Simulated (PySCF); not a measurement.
PySCF run on AlH

Input:

```python
from pyscf import gto, scf

mol = gto.M(
    atom='Al 0 0 0; H 0 0 1.591',
    basis='lanl2dz',
    ecp={'Al': 'lanl2dz'},
    charge=0,
    spin=0,
    verbose=3,
)
mf = scf.UHF(mol)
mf.kernel()
mf.dip_moment()
print('orbital energies (hartree):', [e[max(0, n-3):n+3].round(4) for e, n in zip(mf.mo_energy, mol.nelec)])
```

```bash
$ OMP_NUM_THREADS=1 python input.py
```

It prints:

```
converged SCF energy = -2.44115431503305  <S^2> = 9.1853192e-12  2S+1 = 1
Dipole moment(X, Y, Z, Debye):  0.00000,  0.00000,  0.73895
orbital energies (hartree): [array([-0.51  , -0.2796,  0.0298,  0.0298,  0.1787]), array([-0.51  , -0.2796,  0.0298,  0.0298,  0.1787])]
```

In short: E(SCF) = -2.441154 Eh, μz(SCF) = 0.74 D.

Run time: 0.5 s on 1 thread of Intel Xeon Platinum 8488C (shared host), peak memory 0.13 GiB.

The bond length is a typed value, not an optimised one. No search for the lowest solution was made.
